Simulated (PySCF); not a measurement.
## Electric properties by functional and basis

Species: C4H6F2.
SMILES with atom numbers: `[F:1][CH2:2][C:3]1([F:4])[CH2:5][CH2:6]1` (hydrogens: H7, H8 on C2; H9, H10 on C5; H11, H12 on C6)

PySCF, dipoles from the SCF density, polarisabilities from static response with core orbitals frozen. One conformer (not necessarily the lowest) at the PBE0-D3(BJ)/def2-SVP geometry, without solvent, vibrations or thermal averaging.

Task: Compare the levels for these properties.

Result: 

```
              level  μ (D)  α (Å³)  anisotropy (Å³)
      LDA/def2-SVPD  0.323    7.52             0.90
      PBE/def2-SVPD  0.323    7.46             0.86
    B3LYP/def2-SVPD  0.323    7.22             0.79
     PBE0/def2-SVPD  0.314    7.15             0.79
BHandHLYP/def2-SVPD  0.320    6.94             0.72
CAM-B3LYP/def2-SVPD  0.318    7.12             0.73
  wB97X-D/def2-SVPD  0.302    7.11             0.75
  LC-wPBE/def2-SVPD  0.302    6.97             0.68
       HF/def2-SVPD  0.302    6.67             0.66
        PBE0/6-31G*  0.163    6.00             0.66
      PBE0/def2-SVP  0.127    6.10             0.80
       PBE0/6-31+G*  0.276    6.76             0.71
   PBE0/aug-cc-pVDZ  0.296    7.31             0.84
     PBE0/def2-TZVP  0.251    6.94             0.81
    PBE0/def2-TZVPD  0.292    7.32             0.83
```

The anisotropy is √(½[(α1 − α2)² + (α2 − α3)² + (α3 − α1)²]). The dipole runs from 0.13 D (PBE0/def2-SVP) to 0.32 D (PBE/def2-SVPD). No reference polarisability is at hand; against PBE0 in the largest diffuse basis at hand (def2-TZVPD) the other PBE0 rows deviate by 6-31G* -18%, def2-SVP -17%, 6-31+G* -8%, def2-SVPD -2%, aug-cc-pVDZ 0%, def2-TZVP -5%. In one basis (def2-SVPD) the functionals order the polarisability from HF (lowest) to LDA (highest), a spread of 13%. With PBE0 the polarisability is 6.35 Å³ without diffuse functions (mean of 6-31G*, def2-SVP and def2-TZVP) and 7.13 Å³ with them (mean of 6-31+G*, def2-SVPD, aug-cc-pVDZ and def2-TZVPD).

Without π bonds the low states are Rydberg-like; a valence basis with one diffuse set may place them up to an eV too high.
